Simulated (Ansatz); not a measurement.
**BSi (quartet): from Hartree-Fock to the top rungs, def2-QZVPP**

The task here is to estimate one member of a computed series from the others.

Program: Ansatz 0.2.0, Gaussian basis. Level of theory: def2-QZVPP, core rule «outside noble gas», up to 6 orbitals frozen. These are calculated values, not measurements.

The runs, in order: UHF; ROHF; CCSD(T) on UHF.

2 further runs of the same task are left out: 2 set aside as unsound or not needed.

## The geometry

The geometry is a PBE0/def2-TZVP stationary point (not a proven minimum) of the parent state, kept for this charge and spin.

2 atoms, charge 0, spin multiplicity 4.

Atoms are counted from 1 here; the program's logs count them from 0.

Bond lengths: Si1–B2 1.919 Å.

The first run:

The input, in.yaml:

```yaml
crystal:
  periodic: [false, false, false]
  atoms:
    - {symbol: Si, position_ang: [0.000000, 0.000000, 0.000000]}
    - {symbol: B, position_ang: [0.000000, 0.000000, 1.919159]}
basis:
  gaussian: {orbitals: "def2-QZVPP.json"}
magnetization: {spin_polarized: true, initial_magnetization: 3}
hamiltonian: {xc: hf}
output: {orbitals: {seedname: orbitals}}
```

Started as:

```console
> ansatz run in.yaml --threads 1 --pin off --events-out ev --progress --plain --max-ram 4096MiB --backend cpu
```

Among the steps run: UHF; ROHF; CCSD(T) on UHF.

One table of the session follows, with a row left open; its other results are not shown here.

It belongs to the step «Misses and costs». 

| method | from UCCSD(T) (kJ/mol) |
| --- | --- |
| ROHF | +473.4 |
| UHF | +468.1 |
| UMP2 | +96.7 |
| UCCSD | ? |
| UCCSD(T) | 0 |

Q: Estimate the row for UCCSD from the others.

The run gave: from UCCSD(T) (kJ/mol): +29.4. In the column «from UCCSD(T) (kJ/mol)» it lies between UCCSD(T) (0) and UMP2 (+96.7).
